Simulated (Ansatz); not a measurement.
C3H7NO can be A, `C=C(N)OC`, or B, `CO/C=C/N`.

Computed with Ansatz on PBE0-D4/def2-TZVP structures; ΔE is electronic, products minus reactants. CCSD(T)/CBS adds triple-zeta CCSD(T) − MP2 to the extrapolated MP2 energy (def2 sets, frozen cores). DFT in def2-TZVPP. B3LYP here is the variant with VWN-RPA as its local correlation; programs differ in this. Each species was taken in one conformer, which may not be the lowest.

Q: Which is lower in electronic energy at CCSD(T)/CBS, and by how much? (Estimate.)

A: The calculation gave: A, by 9.8 kcal/mol.

Q: Give E(B) − E(A) in kcal/mol with B2PLYP, B3LYP-D4, BLYP-D4, LDA (SPW92), CCSD(T)/def2-SVP, PBE0-D4, r2SCAN-D4. (Estimate.)

A: Computed: B2PLYP 9.9, B3LYP-D4 9.8, BLYP-D4 8.9, LDA (SPW92) 10.4, CCSD(T)/def2-SVP 9.1, PBE0-D4 10.2, r2SCAN-D4 10.7. None reverses the order clearly.

Q: Does the order hold for the free energy at 298.15 K (harmonic terms from PBE0-D4)? (An estimate is asked.)

A: Computed: Yes: G(B) − G(A) = +10.0 kcal/mol, for one conformer each.

Largest T1 diagnostic: 0.012.

From BLYP to BHLYP (50 % exact exchange), in def2-TZVPP and without D4, E(B) − E(A) moves by +2.2 kcal/mol. Leaving LDA and LC-ωPBE aside and taking each functional with its dispersion term where it has one, the values, not all of them listed here, spread over 2.3 kcal/mol, from BLYP-D4 to r2SCAN0-D4. LDA lies +1.6 kcal/mol from PBE without D4.
